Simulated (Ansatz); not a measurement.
One change: `ClCCCl` becomes `C=CCCCl`.

Ansatz, PBE0-D4/def2-TZVP geometries, multiplicity 1. Each molecule was computed in one conformer, which needn't be the lowest.

```csv
property,`ClCCCl`
HOMO energy (ωB97M-V/def2-TZVPP) / eV,-10.94
HOMO–LUMO gap (ωB97M-V/def2-TZVPP) / eV,13.47
HOMO–LUMO gap (B3LYP/def2-TZVPP) / eV,8.44
size of the dipole moment (PBE/def2-TZVPP) / D,0.00
HOMO energy (PBE/def2-TZVPP) / eV,-7.25
HOMO energy (B3LYP/def2-TZVPP) / eV,-8.39
```

(1) What does the change do to each property? (Estimate.)

## Answers

(1) The calculation gave: 
```tsv
property	`C=CCCCl`	shift
HOMO energy (ωB97M-V/def2-TZVPP) / eV	-9.91	1.03
HOMO–LUMO gap (ωB97M-V/def2-TZVPP) / eV	12.07	-1.40
HOMO–LUMO gap (B3LYP/def2-TZVPP) / eV	7.28	-1.16
size of the dipole moment (PBE/def2-TZVPP) / D	1.78	1.78
HOMO energy (PBE/def2-TZVPP) / eV	-6.50	0.75
HOMO energy (B3LYP/def2-TZVPP) / eV	-7.42	0.97
```

With PBE0 the HOMO rises by 1.01 eV and the LUMO falls by 0.21 eV, so the gap narrows by about 1.22 eV. PBE moves the HOMO by 0.75 eV and ωB97M-V by 1.03 eV.

B3LYP here is the variant with VWN-RPA as its local correlation; programs differ in this.
